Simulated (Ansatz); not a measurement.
## Molecular dynamics, step by step

CH2BSi (charge -1), singlet, PBE0-D4/def2-SVPD (Ansatz 0.2.0). Settings (timestep in fs, temperature in K, friction in 1/fs; T counts 15 degrees of freedom, while the starting velocities carry no drift of the centre of mass, so T starts below the set value):

```yaml
hamiltonian: {xc: pbe0, dispersion: d4}
md: {n_steps: 40, timestep: 0.75, temperature: 300, ensemble: nvt_langevin, seed: 83, friction: 0.01, initial_velocities: maxwell_boltzmann}
```

Start:

B1  (0.452, -0.357, -0.275)
C2  (-0.578, 0.429, 0.350)
Si3  (-1.776, 1.405, 1.080)
H4  (0.242, -1.413, -0.896)
H5  (1.660, -0.063, -0.259)
(Å)

```csv
step,time (fs),potential energy less the start (meV),kinetic energy (meV),T (K)
0,0.00,0.0,155.1,240
2,1.50,12.9,109.8,170
4,3.00,22.7,82.9,128
6,4.50,13.6,110.0,170
8,6.00,-6.3,139.4,216
10,7.50,2.1,138.7,215
12,9.00,30.1,100.2,155
14,10.50,46.0,81.8,127
16,12.00,50.9,80.9,125
18,13.50,44.4,109.3,169
20,15.00,36.7,106.4,165
22,16.50,30.5,92.9,144
24,18.00,8.4,119.0,184
26,19.50,-8.4,142.1,220
28,21.00,7.0,123.1,190
30,22.50,26.8,92.8,144
32,24.00,28.8,79.2,123
34,25.50,21.4,100.2,155
36,27.00,25.1,106.5,165
38,28.50,42.1,104.2,161
40,30.00,57.5,91.4,141
```

Step 8, positions (Å) and forces (eV/Å):

```csv
atom,x,y,z,Fx,Fy,Fz
B1,0.450,-0.379,-0.303,-0.571,0.800,0.280
C2,-0.598,0.416,0.371,-0.330,0.450,0.368
Si3,-1.762,1.416,1.091,0.527,-0.512,-0.339
H4,0.149,-1.349,-0.937,0.031,-0.667,-0.331
H5,1.607,-0.016,-0.313,0.344,-0.071,0.022
```

Step 14, positions (Å) and forces (eV/Å):

```
atom       x       y       z      Fx      Fy      Fz
  B1   0.451  -0.387  -0.320  -1.732   0.428   0.015
  C2  -0.615   0.418   0.399   1.022  -0.738  -0.559
 Si3  -1.749   1.425   1.103  -0.038  -0.023   0.022
  H4   0.100  -1.389  -1.031   0.532   0.606   0.564
  H5   1.601   0.014  -0.326   0.217  -0.274  -0.042
```

Step 20, positions (Å) and forces (eV/Å):

| atom | x | y | z | Fx | Fy | Fz |
| --- | --- | --- | --- | --- | --- | --- |
| B1 | 0.434 | -0.390 | -0.338 | -0.459 | 1.656 | 0.901 |
| C2 | -0.621 | 0.406 | 0.422 | 1.304 | -0.964 | -0.864 |
| Si3 | -1.737 | 1.433 | 1.113 | -0.181 | 0.094 | 0.115 |
| H4 | 0.154 | -1.327 | -1.045 | 0.006 | -0.392 | -0.161 |
| H5 | 1.643 | -0.004 | -0.328 | -0.669 | -0.395 | 0.009 |

Last step (40):

```xyz
5
angstrom
B 0.3912 -0.3415 -0.4105
C -0.5992 0.3356 0.4553
Si -1.6921 1.4329 1.1283
H 0.1672 -1.2309 -1.1611
H 1.6537 -0.1008 -0.2581
```

The run took about 64 s on 1 CPU thread (shared host).
